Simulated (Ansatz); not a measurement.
One geometry of LiAl₂⁻, several levels of theory.

```yaml
crystal:
  periodic: [false, false, false]
  atoms:
    - {symbol: Li, position_ang: [-0.919848, 0.474130, -1.244049]}
    - {symbol: Al, position_ang: [0.622085, 0.914730, 0.941093]}
    - {symbol: Al, position_ang: [0.297762, -1.388859, 0.302956]}
basis:
  gaussian: {orbitals: def2-SVPD, initial_orbitals: start.molden}
total_charge: -1
hamiltonian: {xc: pbe0, dispersion: d4}
scf: {omitted_lower_state_checks: [starts]}
output: {orbitals: {seedname: orbitals}}
```

The file start.molden holds the orbitals of an earlier run on this structure, at another level or in another basis.

```sh
$ ansatz run in.yaml --threads 2 --pin off --events-out ev --progress --plain --max-ram 4352MiB
```

Output, abridged:

```
Functional definition: PBE0
639 factors; their error is unknown
mean field evaluation 1: about -13386.1141 eV, gradient 2.3e0 eV
mean field evaluation 2: about -13386.1463 eV, gradient 3.6e-2 eV
mean field evaluation 4: about -13386.2609 eV, gradient 1.2e-4 eV
mean field evaluation 8: about -13386.2609 eV, gradient 1.3e-5 eV
mean field -13386.26091432 eV, -491.9360150677 hartree, gradient 1.3e-5 eV, S^2 0.000000; 0 other end points of the search recorded, 0 dependent functions left out
reference -13386.26093967 eV, -491.9360159993 hartree; 15, 15 occupied and 45, 45 virtual orbitals, 639 factors
Total energy: -13386.32587351 eV, -491.9384022741 hartree
Checks for a lower state left out: starts
```

It took 0.65 s on 2 threads of Arm Neoverse V2 on a shared host.

As the first input, with `gaussian: {orbitals: def2-TZVPD, initial_orbitals: start.molden}`, `hamiltonian: {xc: r2scan, dispersion: d4}` (abridged; 1.9 s):

```
Functional definition: r2SCAN
mean field -13396.01870756 eV, -492.2946073554 hartree, gradient 1.4e-5 eV, S^2 0.000000
Total energy: -13396.03176842 eV, -492.2950873330 hartree
Checks for a lower state left out: starts
```

First input, but with `gaussian: {orbitals: "def2-TZVPPD.json", initial_orbitals: start.molden}`, `correlation: {method: ccsd_t}` and without the key `hamiltonian` (abridged; 10 s):

```
Functional definition: HF
mean field evaluation 16: about -13366.7157 eV, gradient 3.6e-2 eV
mean field evaluation 32: about -13361.5830 eV, gradient 7.9e0 eV
mean field evaluation 64: about -13343.8756 eV, gradient 2.0e1 eV
mean field evaluation 96: about -13366.7149 eV, gradient 5.9e-2 eV
mean field evaluation 128: about -13359.9468 eV, gradient 6.8e0 eV
mean field evaluation 160: about -13361.1842 eV, gradient 7.4e0 eV
mean field -13366.71575807 eV, -491.2177438239 hartree, gradient 2.4e-6 eV, S^2 0.000000; 3 other end points of the search recorded, 0 dependent functions left out; unrestricted orbitals would lower it
determinant -13366.71575807 eV, -491.2177438239 hartree, with singles and doubles -13372.94920790 eV, -491.4468188800 hartree
determinant -13366.65505561 eV, -491.2155130493 hartree, with singles and doubles -13373.07346978 eV, -491.4513854197 hartree
determinant -13365.38525636 eV, -491.1688487879 hartree, with singles and doubles -13371.55319946 eV, -491.3955165157 hartree
determinant -13364.08939161 eV, -491.1212266367 hartree, with singles and doubles -13369.98174854 eV, -491.3377667598 hartree
determinant -13366.71575807 eV, -491.2177438239 hartree, with singles and doubles -13372.98364528 eV, -491.4480844302 hartree
determinant -13366.65505561 eV, -491.2155130493 hartree, with singles and doubles -13372.96877328 eV, -491.4475378944 hartree
mean field evaluation 192: about -13366.6548 eV, gradient 1.2e-1 eV
10 core orbitals not correlated: weight in the atoms' cores, before any rotation towards them, 1.000 or more for the frozen orbitals, at most 0.000 for the correlated occupied ones
second order -5.89443491 eV of doubles, -0.00000000 eV of singles
cycle   1  -6.31371579 eV  change    1.9e-6 eV  update   2.6e-6
perturbative correction -0.58280273 eV, -0.0214176053 hartree
Total energy: -13373.55157413 eV, -491.4689554304 hartree
Checks for a lower state left out: starts
```

As the first input, with `gaussian: {orbitals: 6-31G}`, `hamiltonian: {xc: {name: B3LYP}, dispersion: d4}` (abridged; 0.45 s):

```
Functional definition: B3LYP
mean field evaluation 16: about -13397.3281 eV, gradient 2.7e-5 eV
mean field -13397.32809351 eV, -492.3427264014 hartree, gradient 1.5e-6 eV, S^2 0.000000
Total energy: -13397.45808074 eV, -492.3475033440 hartree
Checks for a lower state left out: starts
```

As the first input, with `gaussian: {orbitals: def2-TZVPD, initial_orbitals: start.molden}`, `hamiltonian: {xc: hse06, dispersion: d4}` (abridged; 1 s):

```
Functional definition: HSE06
mean field -13390.69068081 eV, -492.0988059836 hartree, gradient 2.1e-5 eV, S^2 0.000000
Total energy: -13390.75414458 eV, -492.1011382343 hartree
Checks for a lower state left out: starts
```

As the first input, with `gaussian: {orbitals: def2-TZVPD, initial_orbitals: start.molden}`, `hamiltonian: {xc: {name: PBE-QIDH}}` and without the key `output` (abridged; 1.8 s):

```
Functional definition: PBE-QIDH
mean field -13383.71875473 eV, -491.8425924260 hartree, gradient 2.8e-6 eV, S^2 0.000000; unrestricted orbitals would lower it
10 core orbitals not correlated: weight in the atoms' cores, before any rotation towards them, 1.000 or more for the frozen orbitals, at most 0.000 for the correlated occupied ones
second order -6.90042376 eV of doubles, -0.00000000 eV of singles
Total energy: -13386.01890653 eV, -491.9271214456 hartree
Checks for a lower state left out: starts
```

As the first input, with `gaussian: {orbitals: def2-TZVPD, initial_orbitals: start.molden}`, `hamiltonian: {xc: {name: LC-wPBE}}` (abridged; 2.1 s):

```
Functional definition: LC-wPBE
mean field -13391.59480040 eV, -492.1320317657 hartree, gradient 6.7e-6 eV, S^2 0.000000
Total energy: -13391.59480040 eV, -492.1320317658 hartree
Checks for a lower state left out: starts
```

Geometry: PBE0-D4/def2-TZVPD.

LC-ωPBE has ω = 0.4 bohr⁻¹. B3LYP takes the VWN-RPA correlation. HSE06 is defined as in plane-wave codes, on full-range PBE exchange. Correlated methods freeze 10 core orbitals; core or outer-core shells of Li are correlated, in sets that lack core-valence functions. The restricted singlet is unstable towards broken spin symmetry at other levels; at PBE0-D4/def2-SVPD, CCSD(T)/def2-TZVPPD, B3LYP-D4/6-31G, HSE06-D4/def2-TZVPD and others this wasn't settled. At PBE0-D4/def2-SVPD, r2SCAN-D4/def2-TZVPD, B3LYP-D4/6-31G, HSE06-D4/def2-TZVPD the highest occupied level of the charge -1 singlet lies above zero (up to 0.76 eV). Its loss leaves the charge 0 doublet, which lies 0.84 eV higher (vertical, at r2SCAN-D4/def2-TZVPD), but this difference is unsure: the doublet is doubtful (geometry relaxed on an unsound state). At r2SCAN-D4/def2-TZVPD, PBE-QIDH/def2-TZVPD the restricted singlet (for correlated methods, its reference) is unstable: a solution with broken spin symmetry lies lower. At CCSD(T)/def2-TZVPPD T1 of the charge -1 singlet is large (up to 0.027), so the single-reference result is doubtful. At CCSD(T)/def2-TZVPPD the stability test found the charge -1 singlet unstable. The geometry of the singlet was relaxed on an unsound state (restricted singlet, unstable towards broken spin symmetry). At PBE0-D4/def2-TZVPD a triplet of charge -1 lies 0.45 eV below the restricted singlet, each at its own geometry. The structure comes from a short search, and lower isomers may exist.
